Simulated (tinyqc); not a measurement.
ROHF in the sto-3g basis, for BH2, spin multiplicity 2, step by step (part 2 of 2). Computed by tinyqc, a small Python program that keeps every step (integrals from PySCF). Command: `OMP_NUM_THREADS=1 python tinyqc.py 24095 24096 out.jsonl` (the two numbers bound the seeds that draw the settings). One thread of a shared host (Intel(R) Xeon(R) Processor @ 2.60GHz), about 0.06 s of CPU time with the checks.

Geometry (angstrom):
```
atom         x          y         z
B     0.000000   0.000000  0.000000
H     0.000000   1.028000  0.412000
H     0.000000  -1.028000  0.412000
```

## Iteration 2: building the Fock matrix

D(alpha) after iteration 1:
```
            1B 1s      1B 2s    1B 2px     1B 2py     1B 2pz      2H 1s      3H 1s
1B 1s    1.045939  -0.139041  0.000000   0.000000   0.081258  -0.075384  -0.075384
1B 2s   -0.139041   0.517432  0.000000   0.000000  -0.362236   0.131943   0.131943
1B 2px   0.000000   0.000000  0.000000   0.000000   0.000000   0.000000   0.000000
1B 2py   0.000000   0.000000  0.000000   0.264607   0.000000   0.217746  -0.217746
1B 2pz   0.081258  -0.362236  0.000000   0.000000   0.797782   0.161772   0.161772
2H 1s   -0.075384   0.131943  0.000000   0.217746   0.161772   0.332556  -0.025810
3H 1s   -0.075384   0.131943  0.000000  -0.217746   0.161772  -0.025810   0.332556
```

D(beta) after iteration 1:
```
            1B 1s      1B 2s    1B 2px     1B 2py     1B 2pz      2H 1s      3H 1s
1B 1s    1.030006  -0.075751  0.000000   0.000000  -0.029816  -0.090397  -0.090397
1B 2s   -0.075751   0.266041  0.000000   0.000000   0.078957   0.191576   0.191576
1B 2px   0.000000   0.000000  0.000000   0.000000   0.000000   0.000000   0.000000
1B 2py   0.000000   0.000000  0.000000   0.264607   0.000000   0.217746  -0.217746
1B 2pz  -0.029816   0.078957  0.000000   0.000000   0.023486   0.057117   0.057117
2H 1s   -0.090397   0.191576  0.000000   0.217746   0.057117   0.318411  -0.039955
3H 1s   -0.090397   0.191576  0.000000  -0.217746   0.057117  -0.039955   0.318411
```

core Hamiltonian H = T + V (hartree):
```
             1B 1s      1B 2s     1B 2px     1B 2py     1B 2pz      2H 1s      3H 1s
1B 1s   -13.276722  -3.444709   0.000000   0.000000  -0.015963  -1.038228  -1.038228
1B 2s    -3.444709  -4.321795   0.000000   0.000000  -0.132007  -2.095049  -2.095049
1B 2px    0.000000   0.000000  -3.436033   0.000000   0.000000   0.000000   0.000000
1B 2py    0.000000   0.000000   0.000000  -3.671489   0.000000  -1.674555   1.674555
1B 2pz   -0.015963  -0.132007   0.000000   0.000000  -3.473853  -0.698226  -0.698226
2H 1s    -1.038228  -2.095049   0.000000  -1.674555  -0.698226  -3.064896  -0.478187
3H 1s    -1.038228  -2.095049   0.000000   1.674555  -0.698226  -0.478187  -3.064896
```

nuclear repulsion = 5.03556074 hartree

Given earlier and not repeated: Two-electron integrals (ij|kl) in chemists' order.

J_ij = sum D_kl (ij|kl) with D = D(alpha) + D(beta), K_ij = sum D_kl (ik|jl) for each spin; F = H + J - K(s); E = tr D H + tr D J / 2 - 0.5 sum_s tr D(s) K(s) + E_nn.

Coulomb J (hartree):
```
           1B 1s     1B 2s    1B 2px     1B 2py    1B 2pz     2H 1s      3H 1s
1B 1s   8.895729  1.836581  0.000000   0.000000  0.010996  0.549451   0.549451
1B 2s   1.836581  3.933407  0.000000   0.000000  0.092110  1.893376   1.893376
1B 2px  0.000000  0.000000  3.834482   0.000000  0.000000  0.000000   0.000000
1B 2py  0.000000  0.000000  0.000000   4.037944  0.000000  1.679868  -1.679868
1B 2pz  0.010996  0.092110  0.000000   0.000000  3.914956  0.693098   0.693098
2H 1s   0.549451  1.893376  0.000000   1.679868  0.693098  3.261326   0.399658
3H 1s   0.549451  1.893376  0.000000  -1.679868  0.693098  0.399658   3.261326
```

exchange K(alpha) (hartree):
```
           1B 1s      1B 2s    1B 2px     1B 2py     1B 2pz     2H 1s      3H 1s
1B 1s   2.970844   0.563100  0.000000   0.000000   0.001797  0.172756   0.172756
1B 2s   0.563100   0.735122  0.000000   0.000000  -0.050635  0.433262   0.433262
1B 2px  0.000000   0.000000  0.150480   0.000000   0.000000  0.000000   0.000000
1B 2py  0.000000   0.000000  0.000000   0.637246   0.000000  0.380135  -0.380135
1B 2pz  0.001797  -0.050635  0.000000   0.000000   0.673093  0.153916   0.153916
2H 1s   0.172756   0.433262  0.000000   0.380135   0.153916  0.659564   0.096434
3H 1s   0.172756   0.433262  0.000000  -0.380135   0.153916  0.096434   0.659564
```

exchange K(beta) (hartree):
```
           1B 1s     1B 2s    1B 2px     1B 2py    1B 2pz     2H 1s      3H 1s
1B 1s   2.944242  0.540860  0.000000   0.000000  0.001291  0.164994   0.164994
1B 2s   0.540860  0.568130  0.000000   0.000000  0.164276  0.402215   0.402215
1B 2px  0.000000  0.000000  0.105925   0.000000  0.000000  0.000000   0.000000
1B 2py  0.000000  0.000000  0.000000   0.596596  0.000000  0.371334  -0.371334
1B 2pz  0.001291  0.164276  0.000000   0.000000  0.161332  0.151324   0.151324
2H 1s   0.164994  0.402215  0.000000   0.371334  0.151324  0.638112   0.085817
3H 1s   0.164994  0.402215  0.000000  -0.371334  0.151324  0.085817   0.638112
```

F(alpha) (hartree):
```
            1B 1s      1B 2s    1B 2px     1B 2py     1B 2pz      2H 1s      3H 1s
1B 1s   -7.351836  -2.171227  0.000000   0.000000  -0.006763  -0.661533  -0.661533
1B 2s   -2.171227  -1.123510  0.000000   0.000000   0.010737  -0.634936  -0.634936
1B 2px   0.000000   0.000000  0.247969   0.000000   0.000000   0.000000   0.000000
1B 2py   0.000000   0.000000  0.000000  -0.270791   0.000000  -0.374822   0.374822
1B 2pz  -0.006763   0.010737  0.000000   0.000000  -0.231989  -0.159044  -0.159044
2H 1s   -0.661533  -0.634936  0.000000  -0.374822  -0.159044  -0.463134  -0.174964
3H 1s   -0.661533  -0.634936  0.000000   0.374822  -0.159044  -0.174964  -0.463134
```

F(beta) (hartree):
```
            1B 1s      1B 2s    1B 2px     1B 2py     1B 2pz      2H 1s      3H 1s
1B 1s   -7.325235  -2.148987  0.000000   0.000000  -0.006258  -0.653771  -0.653771
1B 2s   -2.148987  -0.956519  0.000000   0.000000  -0.204173  -0.603889  -0.603889
1B 2px   0.000000   0.000000  0.292524   0.000000   0.000000   0.000000   0.000000
1B 2py   0.000000   0.000000  0.000000  -0.230140   0.000000  -0.366021   0.366021
1B 2pz  -0.006258  -0.204173  0.000000   0.000000   0.279772  -0.156452  -0.156452
2H 1s   -0.653771  -0.603889  0.000000  -0.366021  -0.156452  -0.441682  -0.164347
3H 1s   -0.653771  -0.603889  0.000000   0.366021  -0.156452  -0.164347  -0.441682
```

total energy of this density = -25.40201831 hartree

## Iteration 2: Roothaan effective Fock matrix

overlap S:
```
           1B 1s     1B 2s    1B 2px     1B 2py    1B 2pz     2H 1s      3H 1s
1B 1s   1.000000  0.269328  0.000000   0.000000  0.000000  0.080307   0.080307
1B 2s   0.269328  1.000000  0.000000   0.000000  0.000000  0.519197   0.519197
1B 2px  0.000000  0.000000  1.000000   0.000000  0.000000  0.000000   0.000000
1B 2py  0.000000  0.000000  0.000000   1.000000  0.000000  0.477587  -0.477587
1B 2pz  0.000000  0.000000  0.000000   0.000000  1.000000  0.191407   0.191407
2H 1s   0.080307  0.519197  0.000000   0.477587  0.191407  1.000000   0.108672
3H 1s   0.080307  0.519197  0.000000  -0.477587  0.191407  0.108672   1.000000
```

With projectors Pc = D(beta) S, Po = (D(alpha) - D(beta)) S, Pv = 1 - D(alpha) S, the block xy is Px^T F Py; with Fc = (F(alpha) + F(beta))/2, the blocks are Fc for cc, oo, vv and cv, F(beta) for co and F(alpha) for ov.

effective F (hartree):
```
            1B 1s      1B 2s    1B 2px     1B 2py     1B 2pz      2H 1s      3H 1s
1B 1s   -7.338657  -2.158336  0.000000   0.000000  -0.012064  -0.658145  -0.658145
1B 2s   -2.158336  -1.022629  0.000000   0.000000  -0.117235  -0.614073  -0.614073
1B 2px   0.000000   0.000000  0.270247   0.000000   0.000000   0.000000   0.000000
1B 2py   0.000000   0.000000  0.000000  -0.250465   0.000000  -0.370421   0.370421
1B 2pz  -0.012064  -0.117235  0.000000   0.000000   0.008411  -0.175942  -0.175942
2H 1s   -0.658145  -0.614073  0.000000  -0.370421  -0.175942  -0.454333  -0.171580
3H 1s   -0.658145  -0.614073  0.000000   0.370421  -0.175942  -0.171580  -0.454333
```

## Iteration 2: diagonalisation and new density

X:
```
            1B 1s      1B 2s    1B 2px     1B 2py     1B 2pz      2H 1s      3H 1s
1B 1s    1.031842  -0.169931  0.000000   0.000000  -0.010323   0.026379   0.026379
1B 2s   -0.169931   1.373792  0.000000   0.000000   0.124466  -0.402861  -0.402861
1B 2px   0.000000   0.000000  1.000000   0.000000   0.000000   0.000000   0.000000
1B 2py   0.000000   0.000000  0.000000   1.312178   0.000000  -0.404052   0.404052
1B 2pz  -0.010323   0.124466  0.000000   0.000000   1.044902  -0.145841  -0.145841
2H 1s    0.026379  -0.402861  0.000000  -0.404052  -0.145841   1.349753  -0.054365
3H 1s    0.026379  -0.402861  0.000000   0.404052  -0.145841  -0.054365   1.349753
```

Diagonalise F' = X^T F X, C = X C', fill 4 alpha and 3 beta electrons from the bottom; D(s) = C_occ C_occ^T. Each column has its largest component positive (the first on a tie).

F' = X^T F X (hartree):
```
           1          2         3          4          5          6          7
1  -7.147564  -1.158608  0.000000   0.000000  -0.014753  -0.114524  -0.114524
2  -1.158608  -0.162327  0.000000   0.000000   0.072189  -0.453894  -0.453894
3   0.000000   0.000000  0.270247   0.000000   0.000000   0.000000   0.000000
4   0.000000   0.000000  0.000000   0.261995   0.000000  -0.510222   0.510222
5  -0.014753   0.072189  0.000000   0.000000   0.089117  -0.197626  -0.197626
6  -0.114524  -0.453894  0.000000  -0.510222  -0.197626   0.099250  -0.102123
7  -0.114524  -0.453894  0.000000   0.510222  -0.197626  -0.102123   0.099250
```

orbital energies (hartree): MO1 -7.344177, MO2 -0.624479, MO3 -0.490516, MO4 0.021858, MO5 0.270247, MO6 0.723151, MO7 0.953884

coefficients C:
```
              MO1        MO2        MO3        MO4       MO5        MO6        MO7
1B 1s    0.991233  -0.220637   0.000000   0.129240  0.000000  -0.217129   0.000000
1B 2s    0.035073   0.517050   0.000000  -0.526449  0.000000   1.307879   0.000000
1B 2px   0.000000   0.000000   0.000000   0.000000  1.000000   0.000000   0.000000
1B 2py   0.000000   0.000000   0.495726   0.000000  0.000000   0.000000   1.342604
1B 2pz   0.004405   0.157615   0.000000   0.868724  0.000000   0.608616   0.000000
2H 1s   -0.006633   0.370470   0.436992   0.134565  0.000000  -0.931600  -0.978810
3H 1s   -0.006633   0.370470  -0.436992   0.134565  0.000000  -0.931600   0.978810
```

D(alpha) after iteration 2:
```
            1B 1s      1B 2s    1B 2px     1B 2py     1B 2pz      2H 1s      3H 1s
1B 1s    1.047927  -0.147352  0.000000   0.000000   0.081864  -0.070923  -0.070923
1B 2s   -0.147352   0.545719  0.000000   0.000000  -0.375689   0.120477   0.120477
1B 2px   0.000000   0.000000  0.000000   0.000000   0.000000   0.000000   0.000000
1B 2py   0.000000   0.000000  0.000000   0.245745   0.000000   0.216628  -0.216628
1B 2pz   0.081864  -0.375689  0.000000   0.000000   0.779544   0.175262   0.175262
2H 1s   -0.070923   0.120477  0.000000   0.216628   0.175262   0.346361  -0.035563
3H 1s   -0.070923   0.120477  0.000000  -0.216628   0.175262  -0.035563   0.346361
```

D(beta) after iteration 2:
```
            1B 1s      1B 2s    1B 2px     1B 2py     1B 2pz      2H 1s      3H 1s
1B 1s    1.031224  -0.079314  0.000000   0.000000  -0.030410  -0.088314  -0.088314
1B 2s   -0.079314   0.268571  0.000000   0.000000   0.081649   0.191319   0.191319
1B 2px   0.000000   0.000000  0.000000   0.000000   0.000000   0.000000   0.000000
1B 2py   0.000000   0.000000  0.000000   0.245745   0.000000   0.216628  -0.216628
1B 2pz  -0.030410   0.081649  0.000000   0.000000   0.024862   0.058362   0.058362
2H 1s   -0.088314   0.191319  0.000000   0.216628   0.058362   0.328254  -0.053670
3H 1s   -0.088314   0.191319  0.000000  -0.216628   0.058362  -0.053670   0.328254
```

## Iteration 7 (converged): orbitals

converged F (hartree):
```
            1B 1s      1B 2s    1B 2px     1B 2py     1B 2pz      2H 1s      3H 1s
1B 1s   -7.349390  -2.159474  0.000000   0.000000  -0.012180  -0.658748  -0.658748
1B 2s   -2.159474  -1.026586  0.000000   0.000000  -0.116975  -0.614860  -0.614860
1B 2px   0.000000   0.000000  0.264911   0.000000   0.000000   0.000000   0.000000
1B 2py   0.000000   0.000000  0.000000  -0.247788   0.000000  -0.370094   0.370094
1B 2pz  -0.012180  -0.116975  0.000000   0.000000   0.003469  -0.177718  -0.177718
2H 1s   -0.658748  -0.614860  0.000000  -0.370094  -0.177718  -0.456010  -0.170853
3H 1s   -0.658748  -0.614860  0.000000   0.370094  -0.177718  -0.170853  -0.456010
```

As before.

F' = X^T F X (hartree):
```
           1          2         3          4          5          6          7
1  -7.158754  -1.157131  0.000000   0.000000  -0.014779  -0.115202  -0.115202
2  -1.157131  -0.167931  0.000000   0.000000   0.073096  -0.453263  -0.453263
3   0.000000   0.000000  0.264911   0.000000   0.000000   0.000000   0.000000
4   0.000000   0.000000  0.000000   0.265126   0.000000  -0.509569   0.509569
5  -0.014779   0.073096  0.000000   0.000000   0.084827  -0.199305  -0.199305
6  -0.115202  -0.453263  0.000000  -0.509569  -0.199305   0.096901  -0.099865
7  -0.115202  -0.453263  0.000000   0.509569  -0.199305  -0.099865   0.096901
```

orbital energies (hartree): MO1 -7.354792, MO2 -0.626960, MO3 -0.490503, MO4 0.016053, MO5 0.264911, MO6 0.720876, MO7 0.952395

coefficients C:
```
              MO1        MO2        MO3        MO4       MO5        MO6        MO7
1B 1s    0.991339  -0.220807   0.000000   0.129983  0.000000  -0.216030   0.000000
1B 2s    0.034621   0.519375   0.000000  -0.531079  0.000000   1.305095   0.000000
1B 2px   0.000000   0.000000   0.000000   0.000000  1.000000   0.000000   0.000000
1B 2py   0.000000   0.000000   0.492091   0.000000  0.000000   0.000000   1.343940
1B 2pz   0.004357   0.159596   0.000000   0.866631  0.000000   0.611079   0.000000
2H 1s   -0.006477   0.368620   0.439639   0.137270  0.000000  -0.931939  -0.977624
3H 1s   -0.006477   0.368620  -0.439639   0.137270  0.000000  -0.931939   0.977624
```

D(alpha) after iteration 7:
```
            1B 1s      1B 2s    1B 2px     1B 2py     1B 2pz      2H 1s      3H 1s
1B 1s    1.048403  -0.149392  0.000000   0.000000   0.081727  -0.069972  -0.069972
1B 2s   -0.149392   0.552994  0.000000   0.000000  -0.377209   0.118327   0.118327
1B 2px   0.000000   0.000000  0.000000   0.000000   0.000000   0.000000   0.000000
1B 2py   0.000000   0.000000  0.000000   0.242154   0.000000   0.216343  -0.216343
1B 2pz   0.081727  -0.377209  0.000000   0.000000   0.776540   0.177764   0.177764
2H 1s   -0.069972   0.118327  0.000000   0.216343   0.177764   0.348049  -0.038517
3H 1s   -0.069972   0.118327  0.000000  -0.216343   0.177764  -0.038517   0.348049
```

D(beta) after iteration 7:
```
            1B 1s      1B 2s    1B 2px     1B 2py     1B 2pz      2H 1s      3H 1s
1B 1s    1.031508  -0.080360  0.000000   0.000000  -0.030921  -0.087815  -0.087815
1B 2s   -0.080360   0.270949  0.000000   0.000000   0.083041   0.191228   0.191228
1B 2px   0.000000   0.000000  0.000000   0.000000   0.000000   0.000000   0.000000
1B 2py   0.000000   0.000000  0.000000   0.242154   0.000000   0.216343  -0.216343
1B 2pz  -0.030921   0.083041  0.000000   0.000000   0.025490   0.058802   0.058802
2H 1s   -0.087815   0.191228  0.000000   0.216343   0.058802   0.329206  -0.057360
3H 1s   -0.087815   0.191228  0.000000  -0.216343   0.058802  -0.057360   0.329206
```

## Convergence

Stop when the energy changes by less than 1e-08 hartree and every element of the error matrix X^T (F D S - S D F) X is below 3e-05.

Course of the cycle:
```
iteration   E (hartree)     change  largest element of the error matrix
1          -25.34615455          -                             2.11e-01
2          -25.40201831  -5.59e-02                             2.85e-02
3          -25.40303835  -1.02e-03                             4.46e-03
4          -25.40307016  -3.18e-05                             8.37e-04
5          -25.40307151  -1.34e-06                             1.75e-04
6          -25.40307157  -6.32e-08                             3.89e-05
7          -25.40307157  -3.13e-09                             8.93e-06
```

PySCF ROHF in the same basis = -25.40307157 hartree

Converged in 7 iterations.

## Populations, bond orders and dipole

Mulliken: Z minus the diagonal of D S on the atom; Loewdin: the same with S^(1/2) D S^(1/2); Mayer order: 2 sum_s sum (D(s) S)_ij (D(s) S)_ji over the two atoms.

Charges (e):
```
atom   Mulliken    Loewdin  Mulliken spin
1B     0.133618   0.107943       0.985513
2H    -0.066809  -0.053971       0.007244
3H    -0.066809  -0.053971       0.007244
```

Mayer bond orders:
```
pair     order
2-1   0.994165
3-1   0.994165
3-2   0.001319
```

dipole moment about the origin, x y z (debye): 0.000000  0.000000  -0.033862
